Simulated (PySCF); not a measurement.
Mayer bond orders and bond lengths

Species: P₃H₅.
Atom-mapped SMILES: `[PH2:1][PH:2][PH2:3]` (hydrogens: H4, H5 on P1; H6 on P2; H7, H8 on P3)

Structure used (GFN2-xTB), in Å, numbered top down from 1:
```xyz
8
P3H5 angstrom
P      1.656    0.033   -0.525
P     -0.018   -0.309    0.811
P     -1.584   -0.169   -0.683
H      1.590    1.420   -0.388
H      2.590   -0.076    0.502
H      0.073   -1.701    0.712
H     -1.707    1.214   -0.546
H     -2.592   -0.403    0.249
```

Bond orders from the PBE0/pcSseg-1 density (PySCF). Geometry: GFN2-xTB, one conformer, isolated molecule.

Q: Where do the orders between heavy atoms depart from those drawn in the SMILES?

A: The largest departure is 0.005, at P2–P3 (drawn single, 1.005) and P1–P2 (drawn single, 1.004).

Q: Set the Mayer orders of the bonds beside their lengths.

A: 
```
 bond  drawn as  length (Å)  Mayer order
P1–P2    single       2.169        1.004
P2–P3    single       2.169        1.005
P1–H4    single       1.396        0.934
P1–H5    single       1.393        0.932
P2–H6    single       1.399        0.903
P3–H7    single       1.396        0.934
P3–H8    single       1.392        0.932
```

Q: Sum the orders of all bonds at each heavy atom with more than one neighbour and set the sums beside the valence in the SMILES.

A: P1 2.870 (drawn 3), P2 2.912 (drawn 3), P3 2.871 (drawn 3). Orders between atoms that aren't bonded are not in these sums.

The Mayer order sums products of elements of PS (density times overlap matrix) between the two atoms' basis functions, so it depends on the basis set.
